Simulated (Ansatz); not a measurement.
Reaction (SMILES): FCF → C atom + 2 F atom + 2 H atom
B3LYP-D3(BJ)/def2-TZVP geometries, fixed; electronic energies without zero-point terms.

Energies in hartree at MP2 with Ansatz (a quantum-chemistry and plane-wave program); the atomisation energy is their sum with the coefficients shown, times 627.509 kcal/mol a hartree. All functions are spherical. Cores are frozen. Open shells are unrestricted. No added dispersion term, no relativity.

```tsv
species	coefficient	part	cc-pVDZ	cc-pVTZ	cc-pVQZ
FCF	-1	Hartree-Fock	-237.91087	-237.99426	-238.01390
FCF	-1	correlation	-0.51130	-0.67358	-0.73261
C atom	+1	Hartree-Fock	-37.68654	-37.69157	-37.69331
C atom	+1	correlation	-0.05176	-0.06692	-0.07206
F atom	+2	Hartree-Fock	-99.37524	-99.40552	-99.41377
F atom	+2	correlation	-0.14060	-0.19983	-0.22144
H atom	+2	Hartree-Fock	-0.49928	-0.49981	-0.49995
```

**Question.** Predict the atomisation energy in cc-pV5Z (X = 5): let each Hartree-Fock step shrink by the ratio of the last two, and fit each correlation energy at X = 3 and 4 to E + A/X^3. Compare with the run.

**Answer.** 
- FCF: steps -0.08339 and -0.01964, ratio 0.236, so Hartree-Fock -238.01854 (run: -238.01926); A = (-0.67358 - (-0.73261))/(1/27 - 1/64) = 2.7569, correlation -0.73261 - A/64 + A/125 = -0.75363 (run: -0.75707).
- C atom: steps -0.00503 and -0.00174, ratio 0.346, so Hartree-Fock -37.69391 (run: -37.69368); A = (-0.06692 - (-0.07206))/(1/27 - 1/64) = 0.2401, correlation -0.07206 - A/64 + A/125 = -0.07389 (run: -0.07415).
- F atom: steps -0.03028 and -0.00825, ratio 0.272, so Hartree-Fock -99.41601 (run: -99.41605); A = (-0.19983 - (-0.22144))/(1/27 - 1/64) = 1.0092, correlation -0.22144 - A/64 + A/125 = -0.22914 (run: -0.23068).
- H atom: steps -0.00053 and -0.00014, ratio 0.264, so Hartree-Fock -0.49999 (run: -0.49999).
Predicted 448.10 kcal/mol; the run in cc-pV5Z gives 448.71, a miss of -0.61. Keeping the value in cc-pVQZ, 446.05, would miss by -2.66. All sums are of the energies as printed.
